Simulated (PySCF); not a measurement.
Simulated outer-valence photoelectron spectrum of lithium amide, `[Li][NH2]`. Computed with EOM-IP-CCSD/aug-cc-pVTZ in PySCF, restricted Hartree–Fock reference, 1 core orbital frozen, non-relativistic, gas phase, PBE0-D3(BJ)/def2-SVP geometry.

Each root has a Gaussian of 0.4 eV full width with its one-hole share as area; cross sections and vibrations are left out, and the highest printed point is 100.

ionisation energy (eV), intensity and a bar:
```
      6.8          3 #
      7.0         35 ##########
      7.2         98 #############################
      7.4         69 #####################
      7.6         12 ####
      7.8          1 
      8.0          0 
      8.2          0 
      8.4          0 
      8.6          0 
      8.8          0 
      9.0          0 
      9.2          0 
      9.4          0 
      9.6          0 
      9.8          0 
     10.0          4 #
     10.2         39 ############
     10.4        100 ##############################
     10.6         65 ###################
     10.8         10 ###
     11.0          0 
     11.2          0 
     11.4          0 
     11.6          0 
     11.8          0 
     12.0          0 
     12.2          0 
     12.4          0 
     12.6          0 
     12.8          0 
     13.0          2 #
     13.2         26 ########
     13.4         92 ############################
     13.6         81 ########################
     13.8         18 #####
     14.0          1
```

Q: Where are the maxima, and how many lines lie under the curve?

A: 3 maxima, at 7.2, 10.4 and 13.5 eV, from 3 lines.

Q: List the lines with their holes.

A: 
```tsv
E (eV)	leading hole (HF orbital)	area	Koopmans (eV)
7.25	HOMO	0.94	7.85
10.44	HOMO-1	0.95	11.40
13.48	HOMO-2	0.96	14.15
```

The widest gap, 3.19 eV, lies between 7.25 and 10.44 eV. Only orbitals with −ε under 21 eV, eight at most, were ionised, so the high end of the curve may lack lines.
